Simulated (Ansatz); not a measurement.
Two shapes of singlet CH₃(+).

Shape 1:

```xyz
4

C     0.0336   -0.0010    0.0370
H     1.1130   -0.0120    0.0477
H    -0.5226    0.9853   -0.0280
H    -0.5979   -0.9391    0.0102
```

Shape 2:

```xyz
4

C     0.0000    0.0000    0.0000
H     1.1924    0.0000    0.0000
H    -0.5962    1.0326    0.0000
H    -0.5962   -1.0326    0.0000
```

Basis set: cc-pVTZ (spherical functions). Left uncorrelated: 1 orbital. Charge 1, multiplicity 1.

Computed with Ansatz (development build ahead of 0.2.0); each method stands on the lowest determinant of its kind that the runs found.

Question: Which shape is lower in energy, and by how much in each method?

Answer:

```json
{"method": "RHF", "E(2) − E(1) (eV)": "0.474"}
{"method": "RHF-MP2", "E(2) − E(1) (eV)": "0.407"}
```

Shape 1 is lower.
